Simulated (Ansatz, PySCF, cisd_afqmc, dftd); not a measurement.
System: C₂H₃F, charge 0, singlet. C2H3F (SMILES C=CF).
B3LYP-D3(BJ)/def2-TZVP minimum from Ansatz (an electronic-structure program):
```
C
C 1 1.3174
F 1 1.3475 2 122.16
H 2 1.0798 1 119.40 3 180.00
H 2 1.0810 4 119.01 1 180.00
H 1 1.0823 2 126.09 4 0.00
```

Quantity: enthalpy of formation at 298 K (by atomisation, with ideal-gas terms from PySCF's Hessian at B3LYP-D3(BJ)/def2-TZVP and the atoms' measured values of the G2/97 table; no spin-orbit terms), in kcal/mol. Radicals and triplets start from unrestricted determinants; spin-orbit coupling is neglected. Cores are frozen in correlated methods. Rows without X2C or -DK are non-relativistic. AFQMC/CISD: phaseless, guided by CISD from CCSD amplitudes; bars are statistical, one sigma. Outlying blocks are dropped, and bars are widened where a walk drifts. Over all cases where full CI ran beside it in this data, AFQMC minus full CI had a median of +0.1 mEh and passed +0.4 mEh in a tenth of the cases. CBS(X,Y): correlation extrapolated as X^-3, Hartree-Fock from the larger set (Q,5: extrapolated as (X+1)exp(-9√X)). A bracket is a step between two methods taken in the basis named. Functionals run without relativity, which enters their misses. Double hybrids freeze cores in their MP2 part. 'core' is core correlation in cc-pwCVTZ, 'X2C' scalar relativity in cc-pVTZ-DK, both at CCSD(T). For partners of very few electrons the exact lower level stands in for a higher one.

Measured: -34.1 kcal/mol, -142.5 kJ/mol (Active Thermochemical Tables 1.112 (ions: stationary electron), as tabulated in the package chemicals); atomic spin-orbit terms, which the calculations lack, would raise the computed values.

| level | program | enthalpy of formation at 298 K (kcal/mol) | error against that value |
|---|---|---|---|
| PBE/def2-TZVPD | Ansatz | -50.4 | -16.3 |
| r2SCAN-D4/def2-TZVPD | Ansatz + dftd4 | -35.4 | -1.3 |
| r2SCAN/def2-TZVPD | Ansatz | -35.0 | -0.9 |
| CAM-B3LYP-D3(BJ)/def2-TZVPD | Ansatz + dftd3 | -36.9 | -2.8 |
| B2GP-PLYP-D3(BJ)/def2-TZVPD | Ansatz + dftd3 | -27.1 | 7.0 |
| MP2/cc-pVDZ | Ansatz | 1.0 | 35.1 |
| MP2/cc-pVTZ | Ansatz | -30.3 | 3.8 |
| MP2/CBS(cc-pVQZ,cc-pV5Z) | Ansatz | -45.1 | -11.0 |
| CCSD/CBS(cc-pVQZ,cc-pV5Z) | Ansatz | -22.1 | 12.0 |
| CCSD(T)/cc-pVQZ | Ansatz | -27.3 | 6.8 |
| CCSD(T)/CBS(cc-pVQZ,cc-pV5Z) + core + X2C | Ansatz | -34.3 | -0.2 |
| AFQMC/CISD/cc-pVDZ | cisd_afqmc | 10.6 ± 0.3 | 44.7 |
| CCSD(T)/CBS(cc-pVQZ,cc-pV5Z) + [AFQMC/CISD - CCSD(T)]/cc-pVDZ + core + X2C | Ansatz + cisd_afqmc | -34.9 ± 0.3 | -0.8 |
| CCSD(T)/CBS(cc-pVQZ,cc-pV5Z) + [CCSDT(Q) - CCSD(T)]/cc-pVDZ + core + X2C | Ansatz | -34.9 | -0.8 |
